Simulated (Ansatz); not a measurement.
in.yaml

```yaml
crystal:
  periodic: [false, false, false]
  atoms:
    - {symbol: Si, position_ang: [0.000000, 0.000000, 0.000000]}
    - {symbol: C, position_ang: [0.000000, 0.000000, 1.665900]}
basis:
  gaussian: {orbitals: def2-mTZVP}
magnetization: {spin_polarized: false, initial_magnetization: 2}
correlation: {method: sc_nevpt2, electrons: outside_noble_gas, active_space: {window: {electrons: 8, orbitals: 7}}}
output: {forces: true}
```

```sh
$ ansatz run in.yaml --threads 1 --pin off --events-out ev --progress --plain --max-ram 2393MiB
```

Problem. Roughly how long does this take on 1 thread of AMD EPYC 7R43, shared host, and how much host memory?

Solution. 3.5 s wall and 0.1 GiB.

```
356 factors; integrals over basis functions are off by at most 1.4e-3 eV
mean field evaluation 1: about -8885.6113 eV, gradient 1.6e1 eV
mean field evaluation 2: about -8885.6139 eV, gradient 1.6e1 eV
mean field evaluation 4: about -8887.1383 eV, gradient 2.7e0 eV
mean field evaluation 8: about -8887.5238 eV, gradient 2.1e-1 eV
mean field evaluation 16: about -8877.2982 eV, gradient 3.7e1 eV
mean field evaluation 32: about -8884.0235 eV, gradient 2.1e-2 eV
mean field evaluation 64: about -8887.4796 eV, gradient 2.3e0 eV
mean field evaluation 96: about -8887.5206 eV, gradient 2.1e-1 eV
mean field -8887.52432741 eV, -326.6104948519 hartree, gradient 2.6e-6 eV, S^2 2.000000; 11 other end points of the search recorded, 0 dependent functions left out
reference -8887.52432741 eV, -326.6104948519 hartree; 11, 9 occupied and 30, 32 virtual orbitals, 356 factors
state -8889.33220463 eV, -326.6769331143 hartree
state -8889.33220463 eV, -326.6769331143 hartree; corrected -8892.26040506 eV, -326.7845424954 hartree
the calculation of the forces begins
Total energy: -8892.26040506 eV, -326.7845424954 hartree
Atom 0 at     0.000000     0.000000     0.000000 Å, force    -0.000000     0.000000    -2.144266 eV/Å
Atom 1 at     0.000000     0.000000     1.665900 Å, force     0.000000    -0.000000     2.144266 eV/Å
Dipole moment:     0.000000     0.000000    -0.293153 e Å
```

Natural occupations: 1.9926 1.9347 1.8787 1.0211 0.9786 0.1292 0.0652.

Forces (eV/Å):
```
Si   0.000  0.000 -2.144
C    0.000  0.000  2.144
```
